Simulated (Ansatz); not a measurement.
Relaxed structures of BSiNH₇ (charge +1), closed shell (PBE0-D4/def2-TZVP; forces vanish, vibrations not checked; lower isomers may exist, and structures with a doubtful reference or unclear bonds are left out; Å). Computed with Ansatz 0.2.0 (basis: def2-TZVPP); correlated methods freeze the cores.

(1) Rank them by CCSD(T) energy, lowest first, and give each one's height above the lowest. Links in brackets join atoms within 1.22 times the sum of their covalent radii (1.1 for two metals). (Judge from chemistry; the value comes from the calculation.)
A.
BSiNH₇ ([NH2][SiH]12[H][BH2]1[H]2), total charge +1
```
10
angstrom
B 0.9626 -0.9468 0.7520
Si -0.2367 0.5921 0.1809
N -1.0562 0.6058 -1.2424
H -1.0335 -0.1301 -1.9352
H -1.6490 1.3805 -1.5106
H -0.3664 1.7328 1.0888
H 1.3102 0.1140 0.0351
H -0.3390 -0.8223 0.9757
H 1.0798 -1.8796 0.0288
H 1.4644 -0.7651 1.8126
```
B.
BSiNH₇ ([NH2][SiH][BH2]1[H][H]1), total charge +1
```
10
angstrom
B -0.6379 0.7748 -1.3313
Si 0.1349 0.4470 0.4467
N 0.7477 -0.9669 1.0376
H -0.4526 -0.0873 -2.3175
H -1.7063 1.3006 -1.3382
H 0.2452 1.5269 1.4429
H 0.1891 1.3569 -1.9901
H -0.9693 -0.4543 -1.7356
H 0.7796 -1.8432 0.5352
H 1.1446 -1.0449 1.9656
```
C.
BSiNH₇ ([BH2][SiH2][NH3]), total charge +1
```
10
angstrom
B -1.0926 0.5461 -1.3924
Si 0.2382 0.7423 0.0964
N 0.5576 -0.9718 0.8771
H -1.5674 -0.5055 -1.6881
H -1.3987 1.5326 -1.9821
H -0.2205 1.4889 1.2884
H 1.6155 1.1067 -0.3017
H -0.2945 -1.3843 1.2598
H 0.9309 -1.6387 0.1998
H 1.2315 -0.9164 1.6427
```

The T1 diagnostic stays at or below 0.014.

## Answers

(1) Computed: C (0.00 kcal/mol), A (8.86 kcal/mol), B (21.03 kcal/mol). Heights count from the lowest.

For scale, one of the runs: CCSD(T)/def2-TZVPP, 202 basis functions, launched by `ansatz run in.yaml --threads 2 --pin off --events-out ev --progress --plain --max-ram 4352MiB`. The run took 47 s on 2 CPU threads of an Arm Neoverse V2 (shared host), with 2.4 GiB of host memory at its peak.
